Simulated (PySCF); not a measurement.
Start geometry of `C[S-]` from GFN2-xTB (Å):
```
atom  x, y, z in Å
C1    -0.127   -0.006   -0.009
S2     1.674    0.099    0.028
H3    -0.456   -0.650   -0.834
H4    -0.508   -0.424    0.930
H5    -0.566    0.988   -0.150
```

**Question.** What comes out of this run: PBE0-D3(BJ)/def2-SVP geometry optimisation, gas phase in PySCF 2.14.0?

**Answer.** 
```
atom  x, y, z in Å
C1    -0.0875   -0.0043   -0.0088
S2     1.7204    0.1034    0.0302
H3    -0.4843   -0.6477   -0.8285
H4    -0.5355   -0.4238    0.9221
H5    -0.5958    0.9781   -0.1494
```

The energy falls by 0.050 eV over 5 energy and gradient evaluations, the largest force component goes from 0.0174 to 1.5e-05 Eh/bohr, and the atoms move by 0.036 Å rms after alignment. Among the bonds, C1–H3, C1–H4 and C1–H5 change most and about equally (+0.019 Å). Bonds longer at the end by more than 0.005 Å: 4 of 4; shorter: 0. Among the angles that change most is H4–C1–H5, from 108.4° to 104.7°. Rotational constants go from 158592, 13251, 13250 to 160872, 12939, 12939 MHz. The orientation of the end geometry is arbitrary; only internal coordinates are fixed.

The run used 47 basis functions and 29 SCF cycles in all.

Not checked by PBE0-D3(BJ)/def2-SVP frequencies. The geometry's basis has no diffuse functions, a weakness for an anion.
